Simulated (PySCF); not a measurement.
The dipole of `[SiH3][SiH2]P` from its density and from atomic charges.

Coordinates (GFN2-xTB, Å) and charges (e) from the PBE0/pcSseg-1 density (PySCF):

| atom | x | y | z | Mulliken | IAO | Hirshfeld | ESP-fitted |
| --- | --- | --- | --- | --- | --- | --- | --- |
| Si1 | -1.697 | -0.327 | 0.131 | +0.2076 | +0.2950 | +0.2187 | +0.2056 |
| Si2 | 0.327 | 0.758 | -0.198 | +0.0942 | +0.2683 | +0.1906 | +0.2507 |
| P3 | 1.990 | -0.420 | 0.743 | -0.2080 | -0.0930 | -0.0250 | -0.3727 |
| H4 | -2.796 | 0.488 | -0.388 | -0.0528 | -0.0939 | -0.0725 | -0.0784 |
| H5 | -1.980 | -0.591 | 1.543 | -0.0490 | -0.0907 | -0.0694 | -0.0551 |
| H6 | -1.761 | -1.619 | -0.561 | -0.0555 | -0.0940 | -0.0711 | -0.0562 |
| H7 | 0.423 | 2.073 | 0.450 | -0.0233 | -0.0892 | -0.0748 | -0.0467 |
| H8 | 0.634 | 1.008 | -1.617 | -0.0320 | -0.0974 | -0.0778 | -0.0996 |
| H9 | 1.871 | -1.501 | -0.108 | +0.0554 | -0.0069 | -0.0119 | +0.1161 |
| H10 | 2.998 | 0.137 | -0.017 | +0.0634 | +0.0018 | -0.0066 | +0.1363 |

Compute μ = Σ q r for each scheme (1 e·Å = 4.803 D) and compare with the dipole of the full density.

The full density gives (-0.19, 0.07, -0.99) D, 1.01 D in size; dipole vectors point from the negative to the positive end.

| scheme | μx | μy | μz | size (D) | share of the full size (%) | angle to the full dipole (°) |
| --- | --- | --- | --- | --- | --- | --- |
| Mulliken | -0.62 | 0.14 | -0.65 | 0.91 | 90 | 33 |
| IAO | -0.47 | 0.16 | -0.08 | 0.50 | 49 | 69 |
| Hirshfeld | -0.08 | -0.06 | 0.13 | 0.16 | 16 | 136 |
| ESP-fitted | -0.18 | 0.06 | -0.95 | 0.97 | 95 | 1 |

Which set comes closest?

Length of the difference vector: ESP-fitted 0.05 D, Mulliken 0.55 D, IAO 0.96 D, Hirshfeld 1.14 D. Closest: ESP-fitted. The schemes that divide the density aren't constrained to reproduce the dipole.

What is left for the Hirshfeld atoms' own dipoles?

The Hirshfeld atoms' densities add up to the full density, so μ = Σ q r + Σ (atomic dipoles). The atomic dipoles sum to (-0.19, 0.07, -0.99) − (-0.08, -0.06, 0.13) = (-0.11, 0.13, -1.12) D, 1.14 D in size.

With the origin at the mean of the coordinates, (0.001, 0.000, -0.002) Å, which are the largest single terms, by size, of the IAO dipole along the direction of the full one?

H8 -0.72, H5 +0.51, P3 +0.51, H4 -0.43, H6 -0.35 D; all 10 atoms together +0.18 D. The single terms depend on the origin, their sum doesn't.

Give the size of the full dipole in other units.

1.01 D = 0.399 au = 0.211 e·Å = 3.38 × 10⁻³⁰ C·m.

Isolated species at its GFN2-xTB geometry (one conformer only).

Shape of the structure used: `[SiH3:1][SiH2:2][PH2:3]`: H–P3–Si2–Si1 66°, H–P3–Si2–Si1 159°.
